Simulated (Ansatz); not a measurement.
**Relaxing BePt**

These are results of Ansatz, DFT PBE, scalar-relativistic, plane waves, PAW, not measurements. Cutoff 420 eV, Γ-centred k mesh, Gaussian smearing, no spin polarisation in the final step.

The start puts BePt on the CuPt (L1_1) structure type (R-3m, No. 166), with Be in place of Cu, at a guessed volume.

```
Be Pt
1.0
     1.26068    0.72785    4.01549
    -1.26068    0.72785    4.01549
     0.00000   -1.45570    4.01549
Be Pt
1 1
Direct
  0.00000 0.00000 0.00000
  0.50000 0.50000 0.50000
```

Steps on the 6×6×6 mesh (2 atoms). 8 of 10 steps are shown, and the free energy counts from the last. Trial steps that were taken back and renewals of the plane-wave basis can be among the rows.

```
step  ΔF (meV/atom) V (Å³/atom) P (GPa)
   1          370.3        11.05    41.02
   2           97.8        12.04     7.99
   3           34.3        12.07     5.44
   4            6.7        12.52    -3.97
   5            2.5        12.28    -0.25
   6            1.9        12.27    -0.01
   8            0.1        12.27     0.29
  10            0.0        12.28     0.07
```

Steps on the 24×24×24 mesh (2 atoms). 5 of 6 steps are shown, and the free energy counts from the last.

| step | ΔF (meV/atom) | V (Å³/atom) | P (GPa) |
| --- | --- | --- | --- |
| 1 | 6.8 | 12.28 | 0.90 |
| 2 | 1.3 | 12.47 | -2.09 |
| 3 | 5.7 | 12.04 | 4.59 |
| 4 | 0.0 | 12.33 | -0.11 |
| 6 | 0.0 | 12.33 | 0.00 |

A final relaxation ran on a 24×24×24 mesh. The relaxed crystal, R-3m (No. 166):

Space group R-3m:H (No. 166). a = 2.834 Å, b = 2.834 Å, c = 10.633 Å, α = 90.00°, β = 90.00°, γ = 120.00°
```tsv
atom	site	symmetry	x	y	z
Be	3a	-3m	0.0000	0.0000	0.0000
Pt	3b	-3m	0.6667	0.3333	0.8333
```

```json
{
 "Volume per atom": "12.33 Å³",
 "Density": "13.75 g/cm³",
 "Energy over the elements": "-0.44 eV/atom",
 "Gap on the 24×24×24 mesh": "0 eV (a metal)"
}
```

Energies over the elements count from the elements' standard structures at the same level, with no empirical corrections.

The final run used a 24×24×24 mesh on its 2-atom cell and 0.10 eV smearing. For metals, differences of a few meV/atom aren't resolved. Spin–orbit coupling is left out.

Symmetry constrained the relaxation, so the result can be a saddle point.

Cost: 3 runs of about 2.3 core-minutes in all, on Arm Neoverse V2 (shared hosts).